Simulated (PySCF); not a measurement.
## Al2H, quartet in 6-31G: errors against full CI

Geometry: a point of a stretch scan, not a stationary point.

```tsv
atom	x (Å)	y (Å)	z (Å)
Al	0.0000	0.0000	0.1421
Al	0.0000	0.0000	-2.2183
H	0.0000	0.0000	2.0761
```

Basis 6-31G; PySCF 2.14.0. Only valence electrons are correlated (noble-gas cores frozen), which leaves 7 electrons in 18 orbitals. R marks a restricted (for open shells ROHF) determinant, U an unrestricted one.

Full CI is exact within this basis and frozen core; it isn't the basis-set limit. The frozen core follows each run's orbitals, which can shift R against U totals by a few meV.

```
UHF ⟨S²⟩                          : 3.764
T1 diagnostic (ROHF- or RHF-based CCSD)             : 0.0457
largest doubles amplitude (ROHF- or RHF-based CCSD) : 0.094
T1 diagnostic (UCCSD)             : 0.0357
```

| level | E − E(full CI) (mEh) | share of correlation (%) | wall time |
| --- | --- | --- | --- |
| RHF | 80.13 | 0.00 | – |
| UHF | 78.27 | 2.32 | – |
| RMP2 | 28.39 | 64.57 | – |
| UMP2 | 28.04 | 65.01 | – |
| RCCSD | 3.80 | 95.25 | – |
| UCCSD | 3.72 | 95.36 | – |
| RCCSD(T) | 1.46 | 98.18 | 0.78 s |
| UCCSD(T) | 1.43 | 98.22 | 0.37 s |
| RCCSDT | 0.37 | 99.54 | 3.9 s |
| UCCSDT | 0.35 | 99.56 | 4 s |

The correlation energy at full CI, counted from RHF, is -2.180 eV. The search over symmetries took 19 s on 1 thread of Intel Xeon, shared host; the state has 331,072 determinants.

Times are those of the correlated step on a shared host, with one SCF added for the restricted CCSD run; they ran on 1 thread of Intel Xeon.

The full-CI state has the irrep A2 of C2v, in the program's axes (one component, if the state is degenerate).

Natural occupations of full CI about the gap: 1.942 1.911 1.000 0.972 0.972 0.075 0.043 0.043 0.017 0.007; effectively unpaired electrons, Σ n²(2−n)², 3.07.
